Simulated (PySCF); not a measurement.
# Adding and removing an electron: NH

PBE0; PySCF, spin-free X2C with a Gaussian nucleus, basis sets H jorge-DZP-DKH, N jorge-DZP-DKH. Neutral (UKS): triplet (π ↑↑), Re = 1.056 Å, ωe = 3255 cm⁻¹, De = 3.49 eV, HOMO -9.49 eV, LUMO -2.09 eV.

NH⁺ (UKS): quartet (σ ↑, π ↑↑), Re = 1.115 Å, ωe = 2639 cm⁻¹, De = 3.66 eV to H⁺ + N. The energies at the minima are -55.19546 hartree for NH and -54.70116 for NH⁺.

Task: Work out the adiabatic ionisation energy, without and with harmonic zero-point energies (1 hartree = 27.2114 eV, 1 eV = 8065.5 cm⁻¹), and the change of the bond length.

Result: At PBE0: 0.49430 hartree = 13.451 eV between the minima; the zero-point term (2639.0 − 3255.0)/2 cm⁻¹ = -0.038 eV makes it 13.412 eV. Re changes by +5.9 pm against the neutral. The electron leaves a σ orbital, and the longer bond of the ion fits a bonding orbital, or a change in how ionic the bond is.

For an ion De counts to the pair picked by the measured ionisation energies or electron affinities, which need not be the lowest pair at this level. States were picked by a PBE0 search and need not be the measured ground states.
